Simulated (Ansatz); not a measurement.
How the smallest direct gap on the k points sampled of Cs2AgBiBr6 (Fm-3m, No. 225) moves with the method

No measured value is used here.

Problem. Put these levels in order of the smallest direct gap on the k points sampled that they give for Cs2AgBiBr6 (Fm-3m, No. 225), smallest first: HSE06 (Ansatz, a program for electronic structure), PBE+SOC (Ansatz), r²SCAN (Ansatz), r²SCAN0 (Ansatz).

Solution. PBE+SOC (1.78 eV), r²SCAN (2.80 eV), HSE06 (3.35 eV), r²SCAN0 (4.29 eV)

Computed values are for a static lattice. Spin–orbit coupling is included only where a level's name says +SOC; with heavier elements it mostly lowers gaps and can invert bands.  Values are at the measured cell. Cutoffs and k meshes differ between the levels. Ansatz's density-functional and Hartree–Fock values are scalar-relativistic unless marked +SOC, with PAW data made under PBE.
